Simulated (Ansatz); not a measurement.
# CSi: the cost of one run

Program: Ansatz 0.2.0, Gaussian basis. Level of theory: def2-QZVPP, core rule «outside noble gas», up to 6 orbitals frozen. These are calculated values, not measurements.

Plan: UHF; ROHF; CCSD(T) on UHF.

2 further runs of the same task are left out: 2 set aside as unsound or not needed. Runs told in other sessions of the task aren't counted.

## (1) The system

The geometry is a PBE0/def2-TZVP stationary point (not a proven minimum) of the parent state, kept for this charge and spin.

2 atoms, charge 1, spin multiplicity 2.

Atoms are counted from 1 here; the program's logs count them from 0.

Bond lengths: Si1–C2 1.710 Å.

## (2) UHF

The input, in.yaml:

```yaml
crystal:
  periodic: [false, false, false]
  atoms:
    - {symbol: Si, position_ang: [0.000000, 0.000000, 0.000000]}
    - {symbol: C, position_ang: [0.000000, 0.000000, 1.709998]}
basis:
  gaussian: {orbitals: "def2-QZVPP.json"}
total_charge: 1
magnetization: {spin_polarized: true, initial_magnetization: 1}
hamiltonian: {xc: hf}
output: {orbitals: {seedname: orbitals}}
```

On the command line:

```console
$ ansatz run in.yaml --threads 1 --pin off --events-out ev --progress --plain --max-ram 2393MiB
```

**Question.** How long does this run take on 1 thread of AMD EPYC 9B45, shared host, and how much memory does it need?

About 6.5 s, with a peak of 0.25 GiB.
